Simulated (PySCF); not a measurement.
## Al2, quintet in cc-pVDZ: errors against full CI

Geometry: that of the Al2, triplet, kept fixed. The triplet lies 1.5 eV lower here.

```tsv
atom	x (Å)	y (Å)	z (Å)
Al	0.0000	0.0000	0.0000
Al	0.0000	0.0000	2.4788
```

Basis cc-pVDZ; PySCF 2.14.0. Only valence electrons are correlated (noble-gas cores frozen), which leaves 6 electrons in 26 orbitals. Prefix R: restricted or restricted open-shell reference; prefix U: unrestricted.

Full CI is exact within this basis and frozen core; it isn't the basis-set limit. The frozen core follows each run's orbitals, which can shift R against U totals by a few meV.

The UHF ⟨S²⟩ is 6.002. The T1 diagnostic (ROHF- or RHF-based CCSD) is 0.0312 and the largest doubles amplitude (ROHF- or RHF-based CCSD) is 0.098. The T1 diagnostic (UCCSD) is 0.0320.

```csv
level,E − E(RHF) (eV)
UHF,-0.0105
RMP2,-1.8506
UMP2,-1.8413
RCCSD,-2.3671
UCCSD,-2.3671
RCCSD(T),-2.5207
UCCSD(T),-2.5209
```

(1) Estimate how far full CI in cc-pVDZ lies from RCCSD(T). The table doesn't fix it; the size of (T) and the diagnostics are the guide.

(1) Full CI in cc-pVDZ lies 60 meV below RCCSD(T), which is 39 % of the (T) step (-154 meV). T1 is raised, and the rest is a large part of (T). The miss exceeds 1 kcal/mol.

The other levels:

```tsv
level	E − E(full CI) (meV)	share of correlation (%)	wall time
RCCSDT	16	99.40	12 s
UCCSDT	15	99.41	12 s
```

The correlation energy at full CI, counted from RHF, is -2.581 eV. Full CI, over all symmetries tried, took 64 s on 1 thread of Arm Neoverse V1, shared host; the state has 214,888 determinants.

Times are those of the correlated step on a shared host, with one SCF added for the restricted CCSD run; they ran on 1 thread of Arm Neoverse V1.

The full-CI state has the irrep Au of D2h, in the program's axes (one component, if the state is degenerate).

Natural occupations of full CI about the gap: 1.888 1.017 0.974 0.956 0.956 0.051 0.051 0.027 0.013 0.012; effectively unpaired electrons, Σ n²(2−n)², 4.06.
